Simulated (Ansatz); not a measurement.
# [HSO2]− (SMILES O=[SH][O-]) at RPA@PBE/STO-3G

What is the vertical ionisation energy of [HSO2]− at RPA@PBE/STO-3G? 

The calculation is run with Ansatz 0.2.0.

11 further runs of the same task are left out: 9 that didn't finish, 2 set aside as unsound or not needed.

## (1) Starting point

The species is [HSO2]− (4 atoms), meant as a singlet with charge -1. As SMILES, `O=[SH][O-]`. The coordinates come from a GFN2-xTB relaxation.

Bond lengths: O1–S2 1.485 Å, S2–O3 1.486 Å, S2–H4 1.617 Å. Angles: O1–S2–O3 112.7°, O1–S2–H4 101.0°, O3–S2–H4 101.0°.

## (2) The energy at RPA@PBE/STO-3G

in.yaml

```yaml
crystal:
  periodic: [false, false, false]
  atoms:
    - {symbol: O, position_ang: [-1.198220, 0.078790, 0.730410]}
    - {symbol: S, position_ang: [-0.199070, -0.294820, -0.302710]}
    - {symbol: O, position_ang: [1.007500, -0.941190, 0.274450]}
    - {symbol: H, position_ang: [0.389790, 1.157220, -0.702150]}
basis:
  gaussian:
    orbitals: STO-3G
total_charge: -1
hamiltonian:
  xc: {name: PBE}
correlation:
  method: rpa
  frozen_orbitals: {H: 0, O: 1, S: 5}
accuracy: high
```

Command:

```bash
$ ansatz run in.yaml --threads 1 --pin off --max-ram 2610MiB --events-out events.jsonl --progress --plain --runs-dir runs
```

The program printed:

```text
Warning: RAYON_NUM_THREADS=1 ignored (pool sized by the plan → 1); use --threads N
Functional definition: PBE
  name "PBE"
  parameter kappa = 0.804
  parameter beta = 0.06672455060314922
  exchange = pbe_x(kappa = kappa, mu = beta*pi^2/3)
  correlation = pbe_c(beta = beta)
361 factors; integrals over basis functions are off by at most 3.3e-8 eV
mean field evaluation 1: about -14742.6328 eV, gradient 4.0e1 eV
mean field evaluation 2: about -14742.6192 eV, gradient 4.0e1 eV
mean field evaluation 4: about -14745.1643 eV, gradient 2.4e1 eV
mean field evaluation 8: about -14748.6973 eV, gradient 2.5e-1 eV
mean field evaluation 16: about -14748.6975 eV, gradient 8.5e-7 eV
mean field -14748.69748946 eV, -542.0046357116 hartree, gradient 2.2e-8 eV, S^2 0.000000; 0 other end points of the search recorded, 0 dependent functions left out
7 core orbitals not correlated: weight in the atoms' cores, before any rotation towards them, 1.000 or more for the frozen orbitals, at most 0.000 for the correlated occupied ones
reference -14719.22634294 eV, -540.9215910530 hartree; 10, 10 occupied and 3, 3 virtual orbitals, 361 factors
Total energy: -14726.44470947 eV, -541.1868611303 hartree
```

Run time: 1.3 s. Hardware: 1 thread of Arm Neoverse V2, shared host; peak memory 0.093 GiB.

## (3) Doublet neutral HSO2

input.yaml

```yaml
crystal:
  periodic: [false, false, false]
  atoms:
    - symbol: O
      position_ang: [-1.198220, 0.078790, 0.730410]
    - symbol: S
      position_ang: [-0.199070, -0.294820, -0.302710]
    - symbol: O
      position_ang: [1.007500, -0.941190, 0.274450]
    - symbol: H
      position_ang: [0.389790, 1.157220, -0.702150]
basis:
  gaussian:
    orbitals: STO-3G
magnetization:
  spin_polarized: true
  initial_magnetization: 1
hamiltonian:
  xc: pbe
correlation:
  method: rpa
  frozen_orbitals: {H: 0, O: 1, S: 5}
accuracy: high
```

Command:

```bash
$ ansatz run input.yaml --threads 1 --pin off --max-ram 2610MiB --events-out events.jsonl --progress --plain --runs-dir runs
```

The program printed, shortened:

```text
Warning: RAYON_NUM_THREADS=1 ignored (pool sized by the plan → 1); use --threads N
[... 2 set-up lines as earlier in the session ...]
[...]
361 factors; integrals over basis functions are off by at most 3.3e-8 eV
[...]
mean field -14752.58980955 eV, -542.1476758364 hartree, gradient 1.0e-8 eV, S^2 0.756464; 2 other end points of the search recorded, 0 dependent functions left out
7 core orbitals not correlated: weight in the atoms' cores, before any rotation towards them, 1.000 or more for the frozen orbitals, at most 0.000 for the correlated occupied ones
reference -14722.86815996 eV, -541.0554253601 hartree; 10, 9 occupied and 3, 4 virtual orbitals, 361 factors
Total energy: -14731.74203133 eV, -541.3815341179 hartree
```

Run time: 2.3 s. Hardware: 1 thread of Arm Neoverse V2, shared host; peak memory 0.12 GiB.

## (4) Results

At RPA@PBE/STO-3G, 7 core orbitals frozen:

```
                                               quantity          value
                          singlet [HSO2]−: total energy  -541.18686 Eh
      singlet [HSO2]−: RPA correlation energy (valence)     -265.3 mEh
                     doublet neutral HSO2: total energy  -541.38153 Eh
 doublet neutral HSO2: RPA correlation energy (valence)     -326.1 mEh
doublet neutral HSO2: ⟨S²⟩ of the reference determinant          0.756
    vertical detachment energy (to the doublet neutral)      -5.297 eV
```

What this shows: The species is unbound against losing an electron at this level, by 5.30 eV (−511 kJ/mol); missing correlation or diffuse functions can give that sign where the real anion is bound. In a minimal basis such a difference can be off by several eV, whatever the method.
